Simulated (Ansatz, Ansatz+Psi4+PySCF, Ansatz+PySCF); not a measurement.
```xyz
5

H     0.8982    1.2601   -2.2000
H     0.9409   -1.2299   -2.2000
H    -0.9497   -1.2038   -2.2000
C    -0.0257    0.6954   -2.2000
C    -0.0257   -0.6390   -2.2000
```

Basis set: cc-pVTZ (spherical functions). Correlated methods keep 2 orbitals frozen. Correlation on ROHF uses semicanonical orbitals with singles. Charge 0, multiplicity 2.

Computed with Ansatz (development build ahead of 0.2.0); each method stands on the lowest determinant of its kind that the runs found.

Q: Give the atomization energy at this shape (free ground-state atoms in the same class of orbitals less the molecule, no zero-point energy) of doublet C2H3 by ROHF-CCSD(T), UHF-CCSD(T), ROHF-MP2, UHF-MP2, ROHF.

A:

```
      method  atomization energy
ROHF-CCSD(T)            18.68 eV
 UHF-CCSD(T)            18.66 eV
    ROHF-MP2            18.81 eV
     UHF-MP2            18.51 eV
        ROHF            14.49 eV
```

Caution for UHF-CCSD(T), UHF-MP2: the unrestricted determinant is spin contaminated. Caution for ROHF-MP2, UHF-MP2: forces differ strongly between restricted and unrestricted references.
